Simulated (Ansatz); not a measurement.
Basis-set extrapolation for C3H5NO (`NC1CC1=O`) (PBE0-D4/def2-TZVP geometry, frozen core, Ansatz 0.2.0). Multiplicity 1, RHF reference.

```csv
,def2-TZVPP,def2-QZVPP
HF,-245.846846,-245.858045
MP2 correlation,-0.922769,-0.986935
CCSD(T) correlation,-0.987755,not run
```

Energies in hartree. Use E(X) = E(∞) + A·exp(−7.88·√X) for Hartree–Fock and E(X) = E(∞) + B·X^(−2.97) for correlation, with X = 3 and 4, and add CCSD(T) minus MP2 of the smaller set to the MP2 limit.

Q: What is the CCSD(T) energy at the basis-set limit?

A: HF limit: -245.858045 + (-0.011199) × 0.13774 = -245.85959. MP2 limit: -0.986935 + (-0.064166) × 0.74074 = -1.03447. Higher-order term: -0.987755 − (-0.922769) = -0.06499. Total: -246.95905 hartree, 326.7 kJ/mol below CCSD(T)/def2-TZVPP.
